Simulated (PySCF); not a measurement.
**Working out the ionisation energy of Si**

Si [Ne] 3s2 3p2 (3P) → Si⁺ [Ne] 3s2 3p1 (2P). Computed with PySCF 2.14 in aug-cc-pV(Q+d)Z (7s6p5d3f2g, 89 functions), with the non-relativistic Hamiltonian (point nucleus). Frozen: [Ne]. Energies in hartree (1 hartree = 27.21139 eV):

| part | Si (lower) | Si⁺ (upper) |
| --- | --- | --- |
| UHF | -288.858464 | -288.577817 |
| CCSD correlation | -0.076646 | -0.059959 |
| (T) | -0.002878 | -0.001197 |

**Question.** What does Hartree-Fock give?

**Answer.** (-288.577817) − (-288.858464) = 0.280647 hartree = 7.637 eV.

**Question.** What do CCSD and CCSD(T) give?

**Answer.** The CCSD correlation energies differ by 0.016687 hartree = 0.454 eV and the triples by 0.001681 hartree = 0.046 eV, so CCSD gives 8.091 eV and CCSD(T) 8.137 eV.

Measured between the centres of the two terms (NIST): 8.157 eV, so CCSD(T) (valence) is off by -0.020 eV.

What remains against the reference includes basis incompleteness, the frozen core and higher excitations.
